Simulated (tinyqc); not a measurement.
ROHF in the sto-6g basis, for NH, spin multiplicity 3, step by step (part 2 of 2). Computed by tinyqc, a small Python program that keeps every step (integrals from PySCF). Command: `OMP_NUM_THREADS=1 python tinyqc.py 23465 23466 out.jsonl` (the two numbers bound the seeds that draw the settings). One thread of a shared host (Intel(R) Xeon(R) Processor @ 2.60GHz), about 0.1 s of CPU time with the checks.

Geometry (angstrom):
```
atom,x,y,z
N,0.000000,0.000000,0.000000
H,0.000000,0.000000,1.210000
```

## Iteration 7 (converged): orbitals

converged F (hartree), lower triangle:
```
,1N 1s,1N 2s,1N 2px,1N 2py,1N 2pz,2H 1s
1N 1s,-15.533760
1N 2s,-3.736934,-1.754399
1N 2px,0.000000,0.000000,-0.067542
1N 2py,0.000000,0.000000,0.000000,-0.067542
1N 2pz,-0.017168,-0.049590,0.000000,0.000000,-0.228742
2H 1s,-0.629254,-0.628676,0.000000,0.000000,-0.449979,-0.384665
```

X, lower triangle:
```
,1N 1s,1N 2s,1N 2px,1N 2py,1N 2pz,2H 1s
1N 1s,1.021329
1N 2s,-0.125635,1.092419
1N 2px,0.000000,0.000000,1.000000
1N 2py,0.000000,0.000000,0.000000,1.000000
1N 2pz,-0.006545,0.067575,0.000000,0.000000,1.063524
2H 1s,0.018957,-0.237672,0.000000,0.000000,-0.224173,1.133245
```

Diagonalise F' = X^T F X, C = X C', fill 5 alpha and 3 beta electrons from the bottom; D(s) = C_occ C_occ^T. Each column has its largest component positive (the first on a tie).

F' = X^T F X (hartree), lower triangle:
```
,1,2,3,4,5,6
1,-15.293406
2,-1.871768,-1.039565
3,0.000000,0.000000,-0.067542
4,0.000000,0.000000,0.000000,-0.067542
5,-0.035126,0.089597,0.000000,0.000000,-0.058555
6,-0.074217,-0.356771,0.000000,0.000000,-0.454564,-0.041402
```

orbital energies (hartree): MO1 -15.536068, MO2 -0.939689, MO3 -0.439657, MO4 -0.067542, MO5 -0.067542, MO6 0.482485

coefficients C:
```
,MO1,MO2,MO3,MO4,MO5,MO6
1N 1s,0.996891,-0.228366,0.087777,0.000000,0.000000,0.075185
1N 2s,0.013760,0.909467,-0.459922,0.000000,0.000000,-0.481009
1N 2px,0.000000,0.000000,0.000000,0.363900,0.931438,0.000000
1N 2py,0.000000,0.000000,0.000000,0.931438,-0.363900,0.000000
1N 2pz,0.002283,0.090397,0.651868,0.000000,0.000000,-0.867662
2H 1s,-0.003279,0.216881,0.548966,0.000000,0.000000,1.021241
```

D(alpha) after iteration 7, lower triangle:
```
,1N 1s,1N 2s,1N 2px,1N 2py,1N 2pz,2H 1s
1N 1s,1.053646
1N 2s,-0.234345,1.038849
1N 2px,0.000000,0.000000,1.000000
1N 2py,0.000000,0.000000,0.000000,1.000000
1N 2pz,0.038851,-0.217564,0.000000,0.000000,0.433109
2H 1s,-0.004611,-0.055281,0.000000,0.000000,0.377451,0.348412
```

D(beta) after iteration 7, lower triangle:
```
,1N 1s,1N 2s,1N 2px,1N 2py,1N 2pz,2H 1s
1N 1s,1.053646
1N 2s,-0.234345,1.038849
1N 2px,0.000000,0.000000,0.000000
1N 2py,0.000000,0.000000,0.000000,0.000000
1N 2pz,0.038851,-0.217564,0.000000,0.000000,0.433109
2H 1s,-0.004611,-0.055281,0.000000,0.000000,0.377451,0.348412
```

Within a degenerate level the vectors are fixed only up to a rotation; this is one choice.

## Convergence

Stop when the energy changes by less than 1e-10 hartree and every element of the error matrix X^T (F D S - S D F) X is below 3e-06.

Course of the cycle:
```
iteration,E (hartree),change,largest element of the error matrix
1,-54.59340692,-,3.41e-01
2,-54.76428334,-1.71e-01,8.83e-02
3,-54.77761715,-1.33e-02,1.56e-02
4,-54.77782212,-2.05e-04,1.73e-03
5,-54.77782487,-2.75e-06,1.67e-05
6,-54.77782487,-1.97e-10,6.33e-07
7,-54.77782487,-2.49e-13,1.20e-09
```

PySCF ROHF in the same basis = -54.77782487 hartree

Converged in 7 iterations.

## Populations, bond orders and dipole

overlap S, lower triangle:
```
,1N 1s,1N 2s,1N 2px,1N 2py,1N 2pz,2H 1s
1N 1s,1.000000
1N 2s,0.229416,1.000000
1N 2px,0.000000,0.000000,1.000000
1N 2py,0.000000,0.000000,0.000000,1.000000
1N 2pz,0.000000,0.000000,0.000000,0.000000,1.000000
2H 1s,0.038241,0.380890,0.000000,0.000000,0.365575,1.000000
```

Mulliken: Z minus the diagonal of D S on the atom; Loewdin: the same with S^(1/2) D S^(1/2); Mayer order: 2 sum_s sum (D(s) S)_ij (D(s) S)_ji over the two atoms.

Charges (e):
```
atom,Mulliken,Loewdin,Mulliken spin
1N,-0.069667,-0.043005,2.000000
2H,0.069667,0.043005,0.000000
```

Mayer bond orders:
```
pair,order
2-1,0.995147
```

dipole moment about the origin, x y z (debye): 0.000000  0.000000  1.112211
